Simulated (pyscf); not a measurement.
PySCF, gas phase, ωB97X-D3(BJ)/def2-SVP geometries. MP2 and CC: frozen core, UHF for open shells. ΔMP2 is the change of the MP2 total energy from the triple- to the quadruple-zeta basis.

Q: Estimate by transition-state theory (the high-pressure limit) the rate constant of `[CH2]=[NH]` + `[CH2]=[CH2]` → `[CH2]=[N][CH2][CH3]` (singlet surface; H–N broken, C–N, C–H formed) at 600 K, with CCSD(T)/def2-TZVPP + ΔMP2(QZVPP) energies (ideal gas, 1 atm, RRHO with modes under 100 cm⁻¹ raised to 100, one conformer, R ln 2 for chiral ones without a mode under 150 cm⁻¹; no tunnelling).

A: The electronic barrier is 46.9 kcal/mol and the thermal terms add +21.1, so ΔG‡ = 68.0 kcal/mol. With k_BT/h = 1.25e+13 s⁻¹ and RT = 1.192 kcal/mol, and a volume of 8.18e-20 cm³ per molecule at 1 atm, k = 1.7e-31 cm³ molecule⁻¹ s⁻¹. The product is born with the 70 kcal/mol of the reverse barrier and needs collisions to keep. Wigner's tunnelling factor for 883i cm⁻¹ would be 1.19. A shift of 1 kcal/mol in the barrier changes k by a factor 2.3. H₂C=N–CH₂–CH₃ lies 9.3 kcal/mol over its isomer H₂C=C(CH₃)–NH₂ (electronic energy, ωB97M-D3(BJ)/def2-TZVP). This is the saddle that the search found; another between the same sides may lie lower. A restricted solution here is unstable towards spin polarisation, so biradical character is likely and single-reference numbers are less safe. The CCSD(T) − MP2 part came from Ansatz, without density fitting, on the same reference.
